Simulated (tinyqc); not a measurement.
CIS on RHF in the sto-3g basis, frozen core, for OH-, spin multiplicity 1, step by step. The basis has no diffuse functions, so it cannot describe the extra electron: this is an exercise in the method, not the real anion. One step of it, computed by the program tinyqc.

Problem. Orthogonalisation. S = U s U^T; symmetric (Loewdin) form X = U s^(-1/2) U^T, so that X^T S X = 1.

overlap S, order 1O 1s, 1O 2s, 1O 2px, 1O 2py, 1O 2pz, 2H 1s:
$$\begin{pmatrix}
1.000000 & 0.236704 & 0.000000 & 0.000000 & 0.000000 & 0.017515 \\
0.236704 & 1.000000 & 0.000000 & 0.000000 & 0.000000 & 0.220775 \\
0.000000 & 0.000000 & 1.000000 & 0.000000 & 0.000000 & 0.000000 \\
0.000000 & 0.000000 & 0.000000 & 1.000000 & 0.000000 & 0.000000 \\
0.000000 & 0.000000 & 0.000000 & 0.000000 & 1.000000 & 0.216149 \\
0.017515 & 0.220775 & 0.000000 & 0.000000 & 0.216149 & 1.000000
\end{pmatrix}$$

Give: eigenvalues of S; X.

Solution.

eigenvalues of S: [0.645, 0.851, 1.000, 1.000, 1.133, 1.371]

X, order 1O 1s, 1O 2s, 1O 2px, 1O 2py, 1O 2pz, 2H 1s:
$$\begin{pmatrix}
1.022 & -0.125 & 0.000 & 0.000 & -0.002 & 0.012 \\
-0.125 & 1.043 & 0.000 & 0.000 & 0.020 & -0.120 \\
0.000 & 0.000 & 1.000 & 0.000 & 0.000 & 0.000 \\
0.000 & 0.000 & 0.000 & 1.000 & 0.000 & 0.000 \\
-0.002 & 0.020 & 0.000 & 0.000 & 1.019 & -0.115 \\
0.012 & -0.120 & 0.000 & 0.000 & -0.115 & 1.039
\end{pmatrix}$$
